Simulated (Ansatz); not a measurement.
`NC(F)(F)S`. Total charge 0; spin multiplicity 1.

Cartesian coordinates in Å:
```
N 0.441 0.868 0.821
C -0.187 0.186 -0.235
F -1.513 0.436 -0.187
F 0.267 0.684 -1.405
S 0.091 -1.621 -0.198
H 0.083 0.573 1.719
H 1.446 0.765 0.785
H -0.628 -1.890 -1.301
```

(1) Give the diagnostics of a CCSD(T)/def2-TZVPP run (frozen core, Ansatz). (Best estimate.)

## Answers

(1) Computed: T1 = 0.0118, largest single amplitude 0.015, largest double 0.025, (T) share of the correlation energy 3.6 %, 9 CCSD cycles. The RHF solution is stable towards an unrestricted one. T1 lies under the customary mark of 0.02 for closed shells.
